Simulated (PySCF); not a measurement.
Reaction (SMILES): C (CH4) → [CH3-] + H+
B3LYP-D3(BJ)/def2-TZVP geometries, fixed; electronic energies without zero-point terms.

Effect of the grid level at PBE/def2-SVP with PySCF, against the last row, where the deprotonation energy is 444.00 kcal/mol.

| setting | grid points, largest species | largest shift of a total energy (mEh) | shift of the deprotonation energy (kcal/mol) |
|---|---|---|---|
| grids.level: 0 | 3568 | 8.591 | 0.791 |
| grids.level: 1 | 15072 | -0.021 | -0.009 |
| grids.level: 2 | 32696 | -0.003 | 0.000 |
| grids.level: 3 | 53352 | -0.003 | 0.000 |
| grids.level: 4 | 91440 | 0.000 | 0.000 |
| grids.level: 5 | 137144 | 0.000 | 0.000 |
| grids.level: 7 | 287184 | 0.000 | 0.000 |

Within 0.1 kcal/mol in the deprotonation energy: grids.level: 1; grids.level: 2; grids.level: 3; grids.level: 4; grids.level: 5. The largest shift is 8.591 mEh in a total energy and 0.791 kcal/mol in the difference.
